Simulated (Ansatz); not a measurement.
Process, species as SMILES: [C-]#[NH+] (C-NH) + 3 [H][H] (H2) → C (CH4) + N (NH3)
B3LYP-D3(BJ)/def2-TZVP geometries, fixed; electronic energies without zero-point terms.

Effect of the final integration grid (spheres per factor e of radius in core and valence, angular degree) at PBE/cc-pVTZ with Ansatz (a program for electronic structure), against the last row, where the energy of full hydrogenation is -95.37 kcal/mol. The default's grid is 13, 11, 36.

| setting | largest shift of a total energy (mEh) | shift of the energy of full hydrogenation (kcal/mol) |
|---|---|---|
| accuracy: medium (default) | 0.000 | 0.000 |
| final_grid: 4, 3, 11 | -1.937 | 0.966 |
| final_grid: 6, 5, 17 | -0.172 | 0.041 |
| final_grid: 8, 7, 23 | -0.039 | -0.020 |
| final_grid: 10, 9, 29 | -0.004 | -0.002 |
| final_grid: 18, 15, 47 | 0.000 | 0.000 |
| final_grid: 26, 22, 59 | 0.000 | 0.000 |

Within 0.02 kcal/mol in the energy of full hydrogenation: accuracy: medium (default); final_grid: 8, 7, 23; final_grid: 10, 9, 29; final_grid: 18, 15, 47. The largest shift is 1.937 mEh in a total energy and 0.966 kcal/mol in the difference.
